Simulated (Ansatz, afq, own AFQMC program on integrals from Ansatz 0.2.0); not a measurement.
**Where AFQMC and coupled cluster stand for Br, doublet**

A free Br atom.

Basis def2-TZVP. Noble-gas cores (and the filled d shells of Ga–Kr and In–Xe) are frozen. Integrals, coupled cluster, full CI and functionals: Ansatz 0.2.0; the random walks run on the same integrals in our own AFQMC program. The CISD trial takes its coefficients from CCSD amplitudes. Released means that phaseless walkers are propagated on without the constraint, phases kept. Free AFQMC starts from the CCSD state and is never constrained. Its projection time is finite, and what remains of the start isn't in its error. ± is one standard error of the sampling. No spin–orbit coupling.

Determinant: UHF, the one that the program's search chose, which needn't be the lowest solution.

No full CI on the walks' own integrals is used here; CCSDTQ serves as the reference and is uncertain by about the last step of the cluster series.

Cautions: no relativity below Rb; no spin-orbit coupling; inner d shell frozen.

- T1 diagnostic: 0.0065
- weight of the determinant in the CISD state: 0.935
- ⟨S²⟩ of the determinant: 0.759
- size of the correlated space: 7 electrons in 34 orbitals

| level | correlation energy (eV) |
| --- | --- |
| MP2 | -3.6483 |
| CCSD | -4.1820 |
| CCSD(T) | -4.3063 |

Estimate where AFQMC with the constraint released lies against CCSD(T) on the same integrals.

0.64 ± 0.05 mEh below CCSD(T).

Reference: CCSDTQ, correlation energy -4.324 eV. The released energy is read at 1.50 1/Eh (meV from the phaseless value at times in 1/Eh: -3.4 ± 1.2 at 0.24, -4.7 ± 1.0 at 0.50, -6.7 ± 1.1 at 1.00, -6.8 ± 1.3 at 1.50).

| level | E − E(reference) (mEh) | share of correlation (%) |
| --- | --- | --- |
| CCSD(T) | 0.67 | 99.58 |
| CCSDT | 0.12 | 99.92 |
| CCSDT(Q) | 0.01 | 99.99 |
| ph-AFQMC/HF | 2.06 ± 0.46 | 98.70 |
| ph-AFQMC/CISD | 0.27 ± 0.06 | 99.83 |
| released AFQMC | 0.03 ± 0.05 | 99.98 |
| free AFQMC | -0.04 ± 0.06 | 100.03 |

CCSDT and higher add their correlation energy to the determinant of the CCSD(T) run, since their own runs factorise the integrals more tightly (a shift of under 2 meV). Free projections are given only where their last times agree within the noise and don't stop above the reference; a slow remainder of the start can still hide under it. A walk keeps the symmetry of its determinant, which the program's search chose and which needn't be the lowest solution, so a lower state of the same spin and another symmetry isn't excluded. Released energies are given only where the last usable release times agree within the noise; a slower fall can still hide under it.
